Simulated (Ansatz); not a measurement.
Reaction: CS2 (SMILES S=C=S) → CS2+ (parent SMILES S=C=S, doublet) + e-
Each species at its own B3LYP-D3(BJ)/def2-TZVP minimum (Ansatz, a program for electronic structure).

Total energies in hartree (Ansatz). UHF or UKS for unpaired electrons; spin-orbit terms are left out. Cores are frozen in correlated methods. No relativity. The UHF reference of CS2+ (parent SMILES S=C=S, doublet) is spin-contaminated (<S^2> up to 0.28 over the pure value in the sets run). The spin of CS2+ (parent SMILES S=C=S, doublet) was assumed, and the state is the lowest solution found for it.

```tsv
species	HF/cc-pV(T+d)Z	CCSD(T)/cc-pV(T+d)Z	HF/cc-pV(Q+d)Z	CCSD(T)/cc-pV(Q+d)Z	CCSDT(Q)/cc-pV(T+d)Z
1: CS2 (SMILES S=C=S)	-832.97161	-833.51376	-832.98064	-833.55780	-833.51736
2: CS2+ (parent SMILES S=C=S, doublet)	-832.65160	-833.14712	-832.66088	-833.18662	-833.15225
```

Work out the adiabatic ionisation energy (electronic) in eV: take Hartree-Fock from cc-pV(Q+d)Z, extrapolate the CCSD(T) correlation energy as X^-3 (X = 3, 4), and add CCSDT(Q) - CCSD(T) in cc-pV(T+d)Z. 1 hartree = 27.211 eV.


Species 1: correlation (64·(-0.57716) - 27·(-0.54215))/37 = -0.60271; step -0.00360; E1 = -832.98064 + (-0.60271) + (-0.00360) = -833.58695
Species 2: correlation (64·(-0.52574) - 27·(-0.49552))/37 = -0.54779; step -0.00513; E2 = -832.66088 + (-0.54779) + (-0.00513) = -833.21380
-1·E1 +1·E2 = 0.37315 hartree = 10.15 eV.
